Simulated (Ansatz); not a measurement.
# C3H4F2 (cis-1,2-difluorocyclopropane) at r2SCAN/def2-SVP

Aim: the energy change on altering one bond length of C3H4F2 (cis-1,2-difluorocyclopropane) at r2SCAN/def2-SVP, from 2 runs. 

The calculation is run with Ansatz 0.2.0.

50 further runs of the same task are left out: 50 set aside as unsound or not needed. Runs told in other sessions of the task aren't counted.

## (1) The structure to begin with

The species is C3H4F2 (9 atoms), meant as a singlet with charge 0. As SMILES, `FC1CC1F`. The shape is that of a PBE0-D4/def2-TZVP optimisation.

Bond lengths: F1–C2 1.356 Å, C2–C3 1.495 Å, C2–C4 1.489 Å, C3–C4 1.495 Å, C4–F5 1.356 Å, C2–H6 1.084 Å, C3–H7 1.083 Å, C3–H8 1.084 Å, C4–H9 1.084 Å. Some angles: F1–C2–C3 117.2°, F1–C2–C4 117.5°, C3–C2–C4 60.1°, C2–C3–C4 59.7°, C2–C4–C3 60.1°, C2–C4–F5 117.4°, C3–C4–F5 117.2°, F1–C2–H6 112.2°, C3–C2–H6 120.8°, C4–C2–H6 119.9°.

## (2) A single-point energy at r2SCAN/def2-SVP

input.yaml

```yaml
crystal:
  periodic: [false, false, false]
  atoms:
    - {symbol: F, position_ang: [-0.169600, 1.608000, -1.012600]}
    - {symbol: C, position_ang: [0.216800, 0.825500, 0.025400]}
    - {symbol: C, position_ang: [0.580500, -0.591100, -0.284000]}
    - {symbol: C, position_ang: [-0.696000, -0.279700, 0.428900]}
    - {symbol: F, position_ang: [-1.848900, -0.425100, -0.270300]}
    - {symbol: H, position_ang: [0.755400, 1.385300, 0.781900]}
    - {symbol: H, position_ang: [1.394400, -1.070200, 0.245000]}
    - {symbol: H, position_ang: [0.461700, -0.872500, -1.323800]}
    - {symbol: H, position_ang: [-0.820200, -0.522400, 1.478400]}
basis:
  gaussian:
    orbitals: def2-SVP
hamiltonian:
  xc: {name: r2SCAN}
accuracy: high
output: {orbitals: {seedname: orbitals}}
```

On the command line:

```
$ ansatz run input.yaml --threads 1 --pin off --max-ram 2610MiB --events-out events.jsonl --progress --plain --runs-dir runs
```

The program printed:

```text
Warning: RAYON_NUM_THREADS=1 ignored (pool sized by the plan → 1); use --threads N
Functional definition: r2SCAN
  name "r2SCAN"
  parameter k0 = 0.174
  parameter k1 = 0.065
  parameter a1 = 4.9479
  exchange = r2scan_x(k0 = k0, k1 = k1, a1 = a1)
  correlation = r2scan_c
2132 factors; integrals over basis functions are off by at most 3.5e-9 eV
mean field evaluation 1: about -8593.2403 eV, gradient 4.3e1 eV
mean field evaluation 2: about -8591.8291 eV, gradient 4.8e1 eV
mean field evaluation 4: about -8597.5640 eV, gradient 2.8e0 eV
mean field evaluation 8: about -8597.5774 eV, gradient 1.8e-1 eV
mean field evaluation 16: about -8597.5775 eV, gradient 1.5e-5 eV
mean field -8597.57749278 eV, -315.9551452122 hartree, gradient 5.8e-8 eV, S^2 0.000000; 0 other end points of the search recorded, 0 dependent functions left out
reference -8597.57749336 eV, -315.9551452335 hartree; 20, 20 occupied and 70, 70 virtual orbitals, 2132 factors
Total energy: -8597.57749336 eV, -315.9551452335 hartree
```

It took 9.3 s on 1 thread of Arm Neoverse V2, shared host; peak memory 0.29 GiB.

## (3) The distorted shape

run.yaml

```yaml
basis:
  gaussian: {orbitals: def2-SVP}
crystal:
  periodic: [false, false, false]
  atoms:
    - {symbol: F, position_ang: [-0.074563, 1.833114, -0.180784]}
    - {symbol: C, position_ang: [0.311837, 1.050614, 0.857216]}
    - {symbol: C, position_ang: [0.675537, -0.365986, 0.547816]}
    - {symbol: C, position_ang: [-0.600963, -0.054586, 1.260716]}
    - {symbol: F, position_ang: [-1.753863, -0.199986, 0.561516]}
    - {symbol: H, position_ang: [0.850437, 1.610414, 1.613716]}
    - {symbol: H, position_ang: [1.489437, -0.845086, 1.076816]}
    - {symbol: H, position_ang: [0.461700, -0.872500, -1.323800]}
    - {symbol: H, position_ang: [-0.725163, -0.297286, 2.310216]}
hamiltonian: {xc: {name: r2SCAN}}
accuracy: high
output: {orbitals: {seedname: orbitals}}
```

On the command line:

```
$ ansatz run run.yaml --threads 1 --pin off --max-ram 2610MiB --events-out events.jsonl --progress --plain --runs-dir runs
```

The program printed, shortened:

```text
Warning: RAYON_NUM_THREADS=1 ignored (pool sized by the plan → 1); use --threads N
[... 7 set-up lines as earlier in the session ...]
2133 factors; integrals over basis functions are off by at most 3.6e-9 eV
mean field evaluation 1: about -8587.3744 eV, gradient 4.8e1 eV
mean field evaluation 2: about -8576.6977 eV, gradient 7.0e1 eV
mean field evaluation 4: about -8593.9609 eV, gradient 6.8e0 eV
mean field evaluation 8: about -8594.0493 eV, gradient 1.7e-1 eV
mean field evaluation 16: about -8594.0494 eV, gradient 7.4e-6 eV
mean field -8594.04941551 eV, -315.8254907642 hartree, gradient 4.5e-8 eV, S^2 0.000000; 0 other end points of the search recorded, 0 dependent functions left out
reference -8594.04941614 eV, -315.8254907874 hartree; 20, 20 occupied and 70, 70 virtual orbitals, 2133 factors
Total energy: -8594.04941614 eV, -315.8254907874 hartree
```

It took 9.3 s on 1 thread of Arm Neoverse V2, shared host; peak memory 0.29 GiB.

## (4) Summary of results

Level: r2SCAN/def2-SVP.

```
                                                         quantity          value
                                        first shape: total energy  -315.95515 Eh
                                         first shape: HOMO energy       -6.86 eV
                                         first shape: LUMO energy        0.85 eV
                                       first shape: HOMO–LUMO gap        7.71 eV
                                    distorted shape: total energy  -315.82549 Eh
                                     distorted shape: HOMO energy       -6.96 eV
                                     distorted shape: LUMO energy       -3.29 eV
                                   distorted shape: HOMO–LUMO gap        3.67 eV
energy change with the C3–H8 bond stretched from 1.084 to 1.951 Å       3.528 eV
```

**Reading.** One bond (distorted shape) is far stretched, which a spin-restricted single reference describes badly; a broken-symmetry solution may lie lower. With the C3–H8 bond stretched from 1.084 to 1.951 Å the energy rises by 3.53 eV (81 kcal/mol). The first shape isn't relaxed at this level, so the change isn't measured from a minimum. A restricted reference can't describe the breaking bond well at this length.
